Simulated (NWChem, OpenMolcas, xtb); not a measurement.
**C2HF2 (SMILES [CH]=C(F)F): the dipole moment, rung by rung**

The species is C2HF2 (5 atoms), meant as a doublet with charge 0. SMILES: `[CH]=C(F)F`. The shape is that of a PBE0-D4/def2-TZVP optimisation.

```xyz
5

C    -0.0282    0.9127   -0.0149
C     0.1636   -0.3661    0.1246
F     1.0438   -0.9117    0.9325
F    -0.4926   -1.3132   -0.5203
H    -0.6366    1.6045   -0.5634
```

Each level gives the dipole moment (D). The values are calculated.

```json
{"level": "GFN2-xTB", "kind": "semi-empirical", "program": "xtb", "value (D)": "1.97"}
{"level": "GFN0-xTB", "kind": "semi-empirical", "program": "xtb", "value (D)": "0.77"}
{"level": "GFN1-xTB", "kind": "semi-empirical", "program": "xtb", "value (D)": "1.58"}
{"level": "ROHF/ANO-R0 (sfX2C)", "kind": "Hartree–Fock", "program": "OpenMolcas", "value (D)": "0.79"}
{"level": "USVWN5/MINI", "kind": "LDA", "program": "NWChem", "value (D)": "0.77"}
{"level": "USVWN5/LANL2DZ", "kind": "LDA", "program": "NWChem", "value (D)": "1.61"}
{"level": "USVWN5/MIDI!", "kind": "LDA", "program": "NWChem", "value (D)": "0.77"}
{"level": "USVWN5/DGauss-DZVP", "kind": "LDA", "program": "NWChem", "value (D)": "1.21"}
```

The values span 0.77 to 1.97 D. Magnitudes only: a small dipole may point the other way at some levels.
